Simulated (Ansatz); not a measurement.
# H2OSi: the cost of one run

The runs use Ansatz 0.2.0, Gaussian basis; def2-QZVPP, core rule «outside noble gas», up to 6 orbitals frozen.

The runs, in order: UHF; ROHF; CCSD(T) on UHF.

2 further runs of the same task are left out: 2 set aside as unsound or not needed.

### 1 The system

The geometry is a PBE0/def2-TZVP stationary point (not a proven minimum) of the parent state, kept for this charge and spin.

4 atoms, charge 1, spin multiplicity 2.

Atoms are counted from 1 here; the program's logs count them from 0.

Bond lengths: Si1–O2 1.654 Å, Si1–H3 1.497 Å, O2–H4 0.960 Å. Angles: O2–Si1–H3 116.3°, Si1–O2–H4 116.5°.

Geometry (Å):

```xyz
4

Si    0.0252   -0.0964    0.5977
O    -0.0947    0.0941   -1.0410
H     0.0797    1.1612    1.4085
H     0.7227    0.0311   -1.5401
```

### 2 UHF

in.yaml

```yaml
crystal:
  periodic: [false, false, false]
  atoms:
    - {symbol: Si, position_ang: [0.025157, -0.096377, 0.597723]}
    - {symbol: O, position_ang: [-0.094714, 0.094069, -1.040960]}
    - {symbol: H, position_ang: [0.079727, 1.161161, 1.408550]}
    - {symbol: H, position_ang: [0.722716, 0.031127, -1.540129]}
basis:
  gaussian: {orbitals: "def2-QZVPP.json"}
total_charge: 1
magnetization: {spin_polarized: true, initial_magnetization: 1}
hamiltonian: {xc: hf}
output: {orbitals: {seedname: orbitals}}
```

Launch:

```bash
$ ansatz run in.yaml --threads 1 --pin off --events-out ev --progress --plain --max-ram 2393MiB
```

Q: Estimate wall time and peak memory on 1 thread of Arm Neoverse V2, shared host.

About 7 s, with a peak of 0.29 GiB.
